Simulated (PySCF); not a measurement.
Compound: 3-chlorocyclopentene, C5H7Cl.
Numbering: `[Cl:1][C@H:2]1[CH:3]=[CH:4][CH2:5][CH2:6]1`

Probes without a nucleus sit at each ring's centroid and 1 Å off its mean plane on both sides; NICS is minus the shielding there, NICSzz its component along the normal. Level: GIAO PBE0/pcSseg-1 (PySCF, non-relativistic, gas phase) on the GFN2-xTB geometry, one conformer.

Ring bond lengths (Å), with Mayer bond orders in brackets: C2–C3 1.492 (1.00), C3–C4 1.324 (1.84), C4–C5 1.497 (1.04), C5–C6 1.537 (1.02), C6–C2 1.531 (0.99).

Question: Give the NICS values of each ring in ppm.

Answer: 
| ring | type | NICS(0) | NICS(1), two faces | NICS(1)zz, two faces | rms pucker (Å) | centre to ring atoms, mean (Å) |
| --- | --- | --- | --- | --- | --- | --- |
| C2–C3–C4–C5–C6 | 5-membered carbocycle; formal bonds 1 double, 4 single | -2.6 | -4.5 / -2.8 | -6.4 / -2.7 | 0.09 | 1.25 |

Question: What can be read from them?

Answer: 
- C2–C3–C4–C5–C6: mean NICS(1)zz -4.6 ppm, shielded. C2, C5, C6 have four or more neighbours, and the NICS criterion for π rings isn't applied. The two faces differ by 3.7 ppm, so no symmetry operation interchanges them.

Question: List the ring angles and the Hirshfeld charges of the ring atoms.

Answer: 
- C2–C3–C4–C5–C6: C2 104.1° (+0.011 e), C3 111.4° (-0.064 e), C4 112.3° (-0.034 e), C5 103.4° (-0.069 e), C6 105.1° (-0.072 e); sum 536.3° against 540° for a flat convex ring.

Question: What are the shieldings of the ring atoms and their hydrogens in the same run (means over atoms taken as equivalent)?

Answer: 
| atoms | environment | σ isotropic (ppm) | principal values of the symmetric part, first atom (ppm) |
| --- | --- | --- | --- |
| C2 | sp3 C–Cl carbon | 116.6 | 91.5, 123.5, 134.8 |
| C3 | alkene CH carbon | 46.7 | -62.3, 63.0, 139.3 |
| C4 | alkene CH carbon | 42.9 | -64.0, 49.4, 143.2 |
| C5 | allylic carbon | 151.8 | 130.0, 152.4, 172.9 |
| C6 | ring CH2 carbon | 148.6 | 123.9, 150.3, 171.7 |
| H on C2 | methine hydrogen | 26.76 | 21.8, 26.3, 32.2 |
| H on C3 | vinylic hydrogen | 25.63 | 23.7, 26.1, 27.1 |
| H on C4 | vinylic hydrogen | 25.53 | 24.2, 25.4, 27.0 |
| H on C5 | methylene hydrogen | 29.33 | 24.7, 27.2, 36.1 |
| H on C5 | methylene hydrogen | 28.82 | 25.0, 26.8, 34.7 |
| H on C6 | methylene hydrogen | 29.49 | 25.1, 28.9, 34.4 |
| H on C6 | methylene hydrogen | 29.42 | 24.0, 27.9, 36.4 |
